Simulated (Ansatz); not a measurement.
Reaction: CH3O (SMILES C[O], doublet) → CH3O- (SMILES C[O-]) (an electron is taken up)
Each species at its own B3LYP-D3(BJ)/def2-TZVP minimum (Ansatz, a first-principles code).

Total energies in hartree (Ansatz). Radicals and triplets start from unrestricted determinants; spin-orbit coupling is neglected. Cores are frozen in correlated methods. No relativity.

| species | HF/aug-cc-pVTZ | CCSD(T)/aug-cc-pVTZ | HF/aug-cc-pVQZ | CCSD(T)/aug-cc-pVQZ | CCSD(T)/aug-cc-pVDZ | CCSDT(Q)/aug-cc-pVDZ |
|---|---|---|---|---|---|---|
| 1: CH3O (SMILES C[O], doublet) | -114.46792 | -114.88495 | -114.47512 | -114.91387 | -114.78440 | -114.78573 |
| 2: CH3O- (SMILES C[O-]) | -114.45475 | -114.93828 | -114.46193 | -114.96909 | -114.83465 | -114.83616 |

Q: Work out the adiabatic electron affinity (electronic), positive where energy is released in eV: take Hartree-Fock from aug-cc-pVQZ, extrapolate the CCSD(T) correlation energy as X^-3 (X = 3, 4), and add CCSDT(Q) - CCSD(T) in aug-cc-pVDZ. 1 hartree = 27.211 eV.

A: 
Species 1: correlation (64·(-0.43875) - 27·(-0.41703))/37 = -0.45460; step -0.00133; E1 = -114.47512 + (-0.45460) + (-0.00133) = -114.93105
Species 2: correlation (64·(-0.50716) - 27·(-0.48353))/37 = -0.52440; step -0.00151; E2 = -114.46193 + (-0.52440) + (-0.00151) = -114.98784
+1·E1 -1·E2 = 0.05679 hartree = 1.55 eV.
